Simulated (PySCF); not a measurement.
Calculation: PySCF 2.14.0 with B3LYP-D3(BJ)/def2-TZVP // B3LYP-D3(BJ)/def2-SVP. Isolated molecules, 0 K electronic values unless said otherwise. B3LYP has the VWN-RPA correlation part, as in Gaussian. Delta-SCF ions had no search for a lower state. 

Reference species (SMILES): `CN(C)C` (neutral, multiplicity 1).

vertical ionisation energy (Delta-SCF): 8.29 eV

Changed species: `N` (free base NH3; the reference has free base N(CH3)3).

Task: What does the change do to the vertical ionisation energy (Delta-SCF)?

Result: the vertical ionisation energy (Delta-SCF) increases by 2.74 eV, to 11.03 eV.
